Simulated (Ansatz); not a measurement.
Rock-salt RbBr, treated with PBE-D4 (PAW; Ansatz, an electronic-structure program).

Run with plane-wave cutoff 520 eV, 8×8×8 k mesh, Fermi–Dirac smearing 0.01 eV, scalar-relativistic PAW data made under PBE.

The cell is scaled about its equilibrium volume:

```tsv
V (Å³/atom)	P (GPa)	direct gap at Γ (eV)
39.085	0.95	4.441
39.916	0.59	4.386
40.748	0.28	4.333
41.580	0.00	4.283
42.411	-0.25	4.235
43.243	-0.47	4.188
44.074	-0.66	4.144
```

A straight line through the gaps at Γ against ln V gives a volume deformation potential dE_g(Γ)/d ln V of -2.5 eV: the gap at Γ widens under compression.

Measured, for comparison: band gap 7.2 eV (temperature not stated, not corrected to a static lattice; as tabulated in Aguado et al. (1998), arXiv:cond-mat/9809176).

Spin–orbit coupling is not included.
